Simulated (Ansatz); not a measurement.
Calculation: Ansatz (a first-principles code) with frozen-core CCSD(T)/cc-pVTZ // CAM-B3LYP-D3(BJ)/def2-TZVP.

Ansatz 0.2 input:
```yaml
crystal:
  periodic: [false, false, false]
  atoms:
    - { symbol: S, position_ang: [0.671561, -0.000003, -0.000002] }
    - { symbol: H, position_ang: [-0.671566, 0.000003, 0.000002] }
basis:
  gaussian: { orbitals: cc-pVTZ }
correlation:
  method: ccsd_t
magnetization:
  spin_polarized: true
  initial_magnetization: 1
```

Output:

```
Functional definition: HF
269 factors; integrals over basis functions are off by at most 1.4e-3 eV
mean field evaluation 1: about -10832.5799 eV, gradient 6.6e0 eV
mean field evaluation 2: about -10832.5810 eV, gradient 6.6e0 eV
mean field evaluation 4: about -10832.9809 eV, gradient 8.2e-1 eV
mean field evaluation 8: about -10832.9891 eV, gradient 1.3e-3 eV
mean field evaluation 16: about -10832.0988 eV, gradient 9.2e0 eV
mean field evaluation 32: about -10832.9888 eV, gradient 1.3e-1 eV
mean field -10832.98907664 eV, -398.1050057027 hartree, gradient 8.6e-6 eV, S^2 0.763120; 2 other end points of the search recorded, 0 dependent functions left out
5 core orbitals not correlated
reference -10832.98907664 eV, -398.1050057027 hartree; 4, 3 occupied and 39, 40 virtual orbitals, 269 factors
second order -4.11758980 eV of doubles, -0.00000000 eV of singles
cycle   1  -4.61644156 eV  change   -5.0e-1 eV  update   4.7e-2
cycle   2  -4.77918909 eV  change   -1.6e-1 eV  update   1.6e-2
cycle   3  -4.78860561 eV  change   -9.4e-3 eV  update   4.1e-3
cycle   4  -4.78868571 eV  change   -8.0e-5 eV  update   1.1e-3
cycle   5  -4.78839175 eV  change    2.9e-4 eV  update   4.0e-4
cycle   6  -4.78848051 eV  change   -8.9e-5 eV  update   1.2e-4
cycle   7  -4.78849975 eV  change   -1.9e-5 eV  update   3.5e-5
cycle   8  -4.78849597 eV  change    3.8e-6 eV  update   1.1e-5
cycle   9  -4.78849452 eV  change    1.5e-6 eV  update   2.9e-6
perturbative correction -0.16594199 eV, -0.0060982556 hartree
Total energy: -10837.94351315 eV, -398.2870778862 hartree
```

Cost: about 1.7 core-seconds (a rough figure).
